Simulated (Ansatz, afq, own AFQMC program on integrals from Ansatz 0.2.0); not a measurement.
BBr₃, singlet in cc-pVDZ, levels against AFQMC with the constraint released

```xyz
4

B     0.0000    0.0000    0.0000
Br    1.8968    0.0208   -0.0055
Br   -0.9664    1.6323   -0.0058
Br   -0.9304   -1.6531    0.0113
```

Connectivity, by distances: Br–B(–Br)–Br.

Basis cc-pVDZ. Noble-gas cores (and the filled d shells of Ga–Kr and In–Xe) are frozen. AFQMC by an in-house program on the Cholesky factors that Ansatz 0.2.0 writes for its CCSD(T) run. The CISD trial takes its coefficients from CCSD amplitudes. Released means that phaseless walkers are propagated on without the constraint, phases kept. Error bars are statistical, one sigma. No spin–orbit coupling.

Determinant: RHF, the one that the program's search chose, which needn't be the lowest solution. The geometry is a PBE0/def2-TZVP stationary point of this or a neighbouring charge and spin state.

No full CI on the walks' own integrals is used here. The released AFQMC energy serves as the reference, which it does only where one determinant dominates, the energy is flat over the last release times and near the phaseless one (40 meV or 2 meV an electron, half that with transition metals). On small molecules, where full CI could be run and the noise was under 10 meV, such values lay within 10 meV of it in 19 cases of 20, a flattering rate, since the rule was set on those same cases; what remains of the bias isn't in the error bar.

Cautions: no relativity below Rb; no spin-orbit coupling; inner d shell frozen; the released value is read at 0.90 1/Eh (meV from the phaseless value at times in 1/Eh: -3 ± 9 at 0.21, -6 ± 8 at 0.42, 1 ± 8 at 0.63, -5 ± 8 at 0.90).

The T1 diagnostic is 0.0135. The weight of the determinant in the CISD state is 0.814 and the size of the correlated space is 24 electrons in 52 orbitals.

Reference: AFQMC with the constraint released, correlation energy -12.806 ± 0.008 eV.

```
        level  E − E(reference) (kJ/mol)  share of correlation (%)
           HF               1235.6 ± 0.8                      0.00
          MP2                115.3 ± 0.8                     90.67
         CCSD                 39.9 ± 0.8                     96.77
      CCSD(T)                  4.9 ± 0.8                     99.60
ph-AFQMC/CISD                  0.5 ± 1.1                     99.96
```

A walk keeps the symmetry of its determinant, which the program's search chose and which needn't be the lowest solution, so a lower state of the same spin and another symmetry isn't excluded. Released energies are given only where the last usable release times agree within the noise; a slower fall can still hide under it.
